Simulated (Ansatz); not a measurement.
Basis-set extrapolation for CH₄O₃S, SMILES `CS(=O)(=O)O` (PBE0-D4/def2-TZVP geometry, frozen core, Ansatz 0.2.0). Multiplicity 1, RHF reference.

```tsv
	def2-TZVPP	def2-QZVPP
HF	-662.427835	-662.454581
MP2 correlation	-1.076797	-1.165079
CCSD(T) correlation	-1.134214	not run
```

Energies in hartree. Use E(X) = E(∞) + A·exp(−7.88·√X) for Hartree–Fock and E(X) = E(∞) + B·X^(−2.97) for correlation, with X = 3 and 4, and add CCSD(T) minus MP2 of the smaller set to the MP2 limit.

Question: What is the CCSD(T) energy at the basis-set limit?

Answer: HF limit: -662.454581 + (-0.026746) × 0.13774 = -662.45826. MP2 limit: -1.165079 + (-0.088282) × 0.74074 = -1.23047. Higher-order term: -1.134214 − (-1.076797) = -0.05742. Total: -663.74615 hartree, 115.5 kcal/mol below CCSD(T)/def2-TZVPP.
